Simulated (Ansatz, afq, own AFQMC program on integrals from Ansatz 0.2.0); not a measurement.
**GaH$_{3}$Se, singlet in cc-pVDZ, levels against AFQMC with the constraint released**

```xyz
5

Ga    0.0000    0.0095    0.9591
Se    0.0000   -0.0268   -0.8766
H     0.0000    1.3964    1.6736
H     0.0000   -1.3897    1.6496
H     0.0000    1.4364   -0.9983
```

Connectivity, by distances: GaH2–SeH.

Basis cc-pVDZ. Only valence electrons are correlated. Ansatz 0.2.0 and our own AFQMC program on the same integrals; the CISD trial comes from CCSD amplitudes, and released means the phaseless constraint is let go. Uncertainties: one standard error, sampling alone. No spin–orbit coupling.

Determinant: RHF, the one that the program's search chose, which needn't be the lowest solution. The geometry is a point of a scan.

No full CI on the walks' own integrals is used here. The released AFQMC energy serves as the reference, which it does only where one determinant dominates, the energy is flat over the last release times and near the phaseless one (40 meV or 2 meV an electron, half that with transition metals). On small molecules, where full CI could be run and the noise was under 10 meV, such values lay within 10 meV of it in 19 cases of 20, a flattering rate, since the rule was set on those same cases; what remains of the bias isn't in the error bar.

Cautions: no relativity below Rb; no spin-orbit coupling; inner d shell frozen; the released value is read at 2.40 1/Eh with a noise of 13 meV, more than in the cases checked (meV from the phaseless value at times in 1/Eh: 13 ± 9 at 0.24, 11 ± 9 at 0.51, 2 ± 10 at 0.99, 7 ± 11 at 1.62, 12 ± 13 at 2.40).

The T1 diagnostic is 0.0102 and the weight of the determinant in the CISD state is 0.887. The size of the correlated space is 12 electrons in 41 orbitals.

Reference: AFQMC with the constraint released, correlation energy -6.059 ± 0.013 eV.

| level | E − E(reference) (meV) | share of correlation (%) |
| --- | --- | --- |
| HF | 6059.2 ± 13.3 | 0.00 |
| MP2 | 1026.4 ± 13.3 | 83.06 |
| CCSD | 172.6 ± 13.3 | 97.15 |
| CCSD(T) | 36.2 ± 13.3 | 99.40 |
| ph-AFQMC/CISD | -12.3 ± 15.9 | 100.20 |

A walk keeps the symmetry of its determinant, which the program's search chose and which needn't be the lowest solution, so a lower state of the same spin and another symmetry isn't excluded. Released energies are given only where the last usable release times agree within the noise; a slower fall can still hide under it.
